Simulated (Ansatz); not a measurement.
# C2H6Cl: the cost of one run

Program: Ansatz 0.2.0, Gaussian basis. Level of theory: BLYP-D4/def2-SVP, unrestricted. These are calculated values, not measurements.

## Step 1: Starting geometry

The start, a first-order saddle point found at PBE0-D4 in triple zeta: 9 atoms, charge 0, spin multiplicity 2.

Atoms are counted from 1 here; the program's logs count them from 0.

Bond lengths: Cl1–C2 1.928 Å, C2–C3 1.496 Å, C2–H5 1.087 Å, C2–H6 1.087 Å, C3–H7 1.096 Å, C3–H8 1.091 Å, C3–H9 1.091 Å. Angles: Cl1–C2–C3 109.4°, Cl1–C2–H5 103.1°, Cl1–C2–H6 103.1°, C3–C2–H5 114.5°, C3–C2–H6 114.4°, H5–C2–H6 111.1°, C2–C3–H7 109.6°, C2–C3–H8 111.3°, C2–C3–H9 111.3°, H7–C3–H8 108.0°, H7–C3–H9 108.0°, H8–C3–H9 108.5°.

As a file:

```xyz
9
charge 0, multiplicity 2
Cl   -1.5388   -0.0191   -0.8338
C     0.2601    0.5088   -0.3845
C     0.7523   -0.3249    0.7562
H    -3.0980   -0.4875   -1.2168
H     0.1564    1.5670   -0.1568
H     0.8002    0.3602   -1.3165
H     1.7749   -0.0273    1.0144
H     0.1285   -0.1927    1.6415
H     0.7644   -1.3844    0.4963
```

## Step 2: Dynamics

The input, md/in.yaml:

```yaml
crystal:
  periodic: [false, false, false]
  atoms:
    - {symbol: Cl, position_ang: [-1.538821, -0.019121, -0.833775]}
    - {symbol: C, position_ang: [0.260050, 0.508790, -0.384493]}
    - {symbol: C, position_ang: [0.752322, -0.324867, 0.756216]}
    - {symbol: H, position_ang: [-3.098014, -0.487504, -1.216828]}
    - {symbol: H, position_ang: [0.156371, 1.566984, -0.156776]}
    - {symbol: H, position_ang: [0.800162, 0.360190, -1.316494]}
    - {symbol: H, position_ang: [1.774896, -0.027322, 1.014406]}
    - {symbol: H, position_ang: [0.128514, -0.192744, 1.641490]}
    - {symbol: H, position_ang: [0.764419, -1.384405, 0.496254]}
basis:
  gaussian: {orbitals: def2-SVP}
magnetization: {spin_polarized: true, initial_magnetization: 1}
hamiltonian: {xc: {name: BLYP}, dispersion: d4}
md: {n_steps: 60, timestep: 0.5, temperature: 1000, ensemble: nve, seed: 701, initial_velocities: maxwell_boltzmann}
```

Run with:

```
> ansatz run in.yaml --threads 4 --pin off --events-out ev --progress --plain --max-ram 9574MiB
```

**Question.** How long does this run take on 4 threads of Arm Neoverse V2, shared host?

About 47 s.
